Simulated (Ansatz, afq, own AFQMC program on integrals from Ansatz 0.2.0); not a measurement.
**SiH3, doublet: AFQMC among the cluster methods**

```
atom    x (Å)   y (Å)    z (Å)
  Si  -0.0710  0.3621  -0.1870
   H  -1.1416  0.0240  -1.1725
   H   1.0985  1.0098  -0.8541
   H  -0.6023  1.2087   0.9233
```

Basis def2-TZVP. Noble-gas cores (and the filled d shells of Ga–Kr and In–Xe) are frozen. Integrals, coupled cluster, full CI and functionals: Ansatz 0.2.0; the random walks run on the same integrals in our own AFQMC program. ph-AFQMC/CISD is guided by a CISD state made of CCSD amplitudes; releasing the constraint for a short imaginary time cuts its bias at the price of noise, slowly where states lie close. Uncertainties: one standard error, sampling alone.

Determinant: UHF, the one that the program's search chose, which needn't be the lowest solution. The geometry is a PBE0/def2-SVP stationary point of this or a neighbouring charge and spin state.

No full CI on the walks' own integrals is used here; CCSDT(Q) serves as the reference and is uncertain by about the last step of the cluster series.

```
T1 diagnostic                               : 0.0153
weight of the determinant in the CISD state : 0.923
⟨S²⟩ of the determinant                     : 0.755
size of the correlated space                : 7 electrons in 50 orbitals
```

Reference: CCSDT(Q), correlation energy -3.777 eV. The released energy is read at 2.40 1/Eh (meV from the phaseless value at times in 1/Eh: -0.5 ± 1.2 at 0.24, -0.8 ± 1.1 at 0.51, -1.4 ± 1.1 at 0.99, -2.9 ± 1.2 at 1.62, -4.8 ± 1.2 at 2.40).

```json
{"level": "HF", "E − E(reference) (meV)": "3777.5", "share of correlation (%)": "0.00"}
{"level": "MP2", "E − E(reference) (meV)": "860.8", "share of correlation (%)": "77.21"}
{"level": "CCSD", "E − E(reference) (meV)": "111.3", "share of correlation (%)": "97.05"}
{"level": "CCSD(T)", "E − E(reference) (meV)": "23.4", "share of correlation (%)": "99.38"}
{"level": "CCSDT", "E − E(reference) (meV)": "2.0", "share of correlation (%)": "99.95"}
{"level": "ph-AFQMC/CISD", "E − E(reference) (meV)": "3.5 ± 1.2", "share of correlation (%)": "99.91"}
{"level": "released AFQMC", "E − E(reference) (meV)": "-1.2 ± 1.2", "share of correlation (%)": "100.03"}
```

Released energies are given only where the last usable release times agree within the noise; a slower fall can still hide under it.
